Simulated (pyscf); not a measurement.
**Concerted two-bond exchange: H₂C=C=CH₂ (SMILES C=C=C) + HBr (SMILES Br) -> HC≡C–CH₃ (SMILES C#CC) + HBr (SMILES Br)**

Gas phase, singlet surface, charge 0. Bonds broken: C1–H4, Br8–H9. Bonds formed: C3–H9, H4–Br8. Single points on ωB97X-D3(BJ)/def2-SVP structures (PySCF, gas phase). MP2 and CC: frozen core, UHF for open shells. ΔMP2 is the change of the MP2 total energy from the triple- to the quadruple-zeta basis.

Transition state (Å):

```xyz
9

C     -1.7537    -0.6279     0.4284
C     -0.5151    -0.4850     0.2193
C      0.5382     0.1566    -0.4166
H     -2.1090     0.2540    -0.3240
H     -2.4570    -1.2247     1.0011
H      1.1644     0.8183     0.1949
H      1.0706    -0.4049    -1.1945
Br    -1.9328     1.7647    -1.6661
H     -0.2791     0.8813    -0.9995
```

One imaginary mode, 861i cm⁻¹; descent along it reached the two sides named, in the forms told below.

| bond | change | reactant side (Å) | saddle | product side |
|---|---|---|---|---|
| C1–H4 | breaks | 1.096 | 1.213 | 2.436 |
| Br8–H9 | breaks | 1.426 | 1.990 | 3.2 |
| C3–H9 | forms | 2.558 | 1.238 | 1.101 |
| H4–Br8 | forms | 3.2 | 2.028 | 1.428 |

Electronic energies relative to the separated reactants (eV):

```
level                             barrier  reaction energy  reverse barrier
--------------------------------  -------  ---------------  ---------------
ωB97X-D3(BJ)/def2-TZVP               1.21            +0.01             1.20
PBE/def2-TZVP                        0.83            +0.14             0.70
r²SCAN/def2-TZVP                     0.86            +0.11             0.75
B3LYP-D3(BJ)/def2-TZVP               1.04            +0.09             0.95
PBE0-D3(BJ)/def2-TZVP                0.95            +0.08             0.87
M06-2X/def2-TZVP                     1.16            -0.02             1.18
ωB97M-D3(BJ)/def2-TZVP               1.23            +0.01             1.21
HF/def2-TZVP                         1.88            -0.07             1.95
MP2/def2-QZVPP                       1.13            -0.20             1.34
CCSD/def2-TZVPP                      1.45            -0.06             1.52
CCSD(T)/def2-TZVPP                   1.29            -0.05             1.34
CCSD(T)/def2-TZVPP + ΔMP2(QZVPP)     1.24            -0.06             1.30
```

With CCSD(T)/def2-TZVPP + ΔMP2(QZVPP) energies and thermal terms (ideal gas, 1 atm, RRHO with modes under 100 cm⁻¹ raised to 100, one conformer, R ln 2 for chiral ones without a mode under 150 cm⁻¹), in eV:

```tsv
T (K)	ΔH‡	ΔG‡	ΔH	ΔG
298	1.18	1.60	-0.03	-0.04
600	1.18	2.02	-0.03	-0.05
900	1.19	2.44	-0.04	-0.06
1200	1.21	2.86	-0.04	-0.07
```

On the product side the descent ends in a complex, 0.19 eV under the separated species and 1.39 eV under the saddle at ωB97X-D3(BJ)/def2-TZVP. One saddle was located; it need not be the lowest between these sides. The CCSD(T) − MP2 part came from Ansatz, without density fitting, on the same reference. The frozen core leaves the outer d or s,p core shells of the metals and heavy elements correlated in the MP2 and CC values, and def2-TZVPP describes them poorly, which can shift differences by a few kcal/mol. Elements up to Kr have no core potential and no relativistic terms here.
